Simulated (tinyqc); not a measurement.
A ladder of methods, and size consistency: correlation methods against full CI in the sto-3g basis, for H2O, spin multiplicity 1. Computed by the program tinyqc with PySCF. All electrons correlated; +Q is the Davidson correction (1 - c0^2) E_corr. The last columns treat two copies 100 angstrom apart as one system. FCI is the lowest singlet.

Geometry (angstrom):

| atom | x | y | z |
|---|---|---|---|
| O | 0.0000 | 0.0000 | 0.0000 |
| H | 0.0000 | 0.8170 | 0.7200 |
| H | 0.0000 | -0.8160 | 0.7190 |

RHF energy of one = -74.947889 hartree

Correlation energies (hartree):

| method | E_corr of one | share of FCI (%) | E_corr of two at 100 angstrom | two minus twice one (mhartree) |
|---|---|---|---|---|
| MP2 | -0.049212 | 70.1731 | -0.098423 | 0.0000 |
| CISD | -0.068459 | 97.6194 | -0.131474 | 5.4445 |
| CISD+Q | -0.071419 | 101.8399 | -0.141508 | 1.3304 |
| CCSD | -0.069929 | 99.7143 | -0.139857 | 0.0000 |
| CCSD(T) | -0.070013 | 99.8346 | -0.140026 | 0.0000 |
| FCI | -0.070129 | 100.0000 | - | - |

What does the comparison show, and why?

MP2 recovers 70 %, CISD 97.6 % and CCSD 99.7 % of the FCI value (c0^2 = 0.957 in CISD). MP2 and coupled cluster are size consistent, so their last column vanishes; CISD loses 5.44 mhartree, since a double excitation on each copy is a quadruple of the pair, and the Davidson correction leaves +1.33.
